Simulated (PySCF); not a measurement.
## Quadrupole coupling of HCN: levels of theory against gas-phase measurements

Values to reproduce (atoms as numbered below): 14N at N2: χzz = -4.7078 MHz [1].
[1] measured, gas; W. C. Bailey, Calculation of NQCC in Gaseous State Molecules (compilation of microwave values)

Compound: HCN.
Structure used (PBE0-D3(BJ)/def2-SVP), in Å, numbered top down from 1:
```
atom  x, y, z in Å
C1    -0.0171   -0.0179    0.0000
N2     0.7835    0.8128    0.0000
H3    -0.7664   -0.7949    0.0000
```

The species is `C#N` (HCN).

**Question.** What do the calculations give?

**Answer.** PySCF, non-relativistic, all at one geometry, with Q(14N) = 0.02044 b:

| level | functions | 14N N2 (MHz) | computed/reference − 1 (%) |
| --- | --- | --- | --- |
| CAM-B3LYP/pcJ-1 | 64 | -5.119 | +8.7 |
| B3LYP/6-31G-J | 28 | -4.029 | -14.4 |
| PBE0/def2-TZVP | 68 | -5.012 | +6.5 |
| PBE/pcJ-1 | 64 | -4.678 | -0.6 |
| PBE0/aug-cc-pVDZ | 55 | -4.143 | -12.0 |
| B97-2/pcJ-1 | 64 | -4.743 | +0.8 |
| KT2/pcJ-1 | 64 | -4.805 | +2.1 |
| B3LYP/pcJ-1 | 64 | -5.026 | +6.8 |
| LDA/pcJ-1 | 64 | -4.852 | +3.1 |
| B3LYP/pcJ-2 | 126 | -5.170 | +9.8 |
| PBE0/def2-SVP | 33 | -4.280 | -9.1 |
| PBE0/6-311+G(2d,p) | 60 | -4.942 | +5.0 |
| PBE0/STO-3G | 11 | -1.501 | -68.1 |
| B3LYP/aug-cc-pVTZ-J | 112 | -5.129 | +8.9 |
| B3LYP/6-31G* | 30 | -3.966 | -15.8 |
| PBE0/pcSseg-0 | 20 | -4.929 | +4.7 |

Closest here is PBE/pcJ-1 (0.6 % unsigned error), furthest PBE0/STO-3G (68.1 %); one molecule doesn't rank methods. Computed values are for fixed nuclei, while measured ones can include vibrational averaging.
